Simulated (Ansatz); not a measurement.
We consider chalcopyrite ZnGeP2, described by LDA (Ansatz, a quantum-chemistry and plane-wave program, PAW).

Run with plane-wave cutoff 520 eV, 10×10×10 k mesh, Fermi–Dirac smearing 0.01 eV, scalar-relativistic PAW data made under PBE.

Equation-of-state points:

```csv
V (Å³/atom),E − E_lowest (meV/atom),P (GPa)
18.408,9.17,3.98
18.792,2.21,1.88
19.175,0.00,0.00
19.559,2.06,-1.68
19.942,7.92,-3.19
```

Estimate the bulk modulus and its pressure derivative from these points.

V0 = 19.175 Å³/atom, B0 = 88.9 GPa, B′ = 4.5 (fit to the energies at full precision).

Shape and atoms are relaxed at each volume.

Measured, for comparison: bulk modulus 79 GPa (room temperature, no zero-point or thermal correction; as tabulated in Isothermal phase behavior of Ag3SbS3, ZnGeP2, and ZnS (abstract)). Computed (rounded) less measured: bulk modulus +13 %.

Note: the bulk modulus comes from volumes at which shape and atoms were relaxed.

The computed numbers hold no vibrational or temperature effects.
